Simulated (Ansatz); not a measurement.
```xyz
9

C    -0.721    0.686   -0.208
N    -0.181   -0.597   -0.661
C     0.624   -0.573    0.563
O    -0.025    0.605    1.033
H    -1.808    0.696   -0.066
H    -0.421    1.560   -0.804
H     0.372   -0.522   -1.503
H     0.457   -1.425    1.232
H     1.703   -0.430    0.413
```

Charge 0, multiplicity 1.

(1) List the CAM-B3LYP/def2-TZVPP orbital energies in eV (Ansatz). (Estimate.)

## Answers

(1) Ansatz gave: Occupied: -522.54, -391.45, -280.97, -280.97, -31.71, -25.86, -21.55, -18.05, -16.73, -15.55, -14.84, -13.21, -11.96, -11.56, -9.69, -8.17. Lowest empty: 1.80, 2.39, 3.11, 3.50, 4.32, 4.41, 5.08, 5.29.
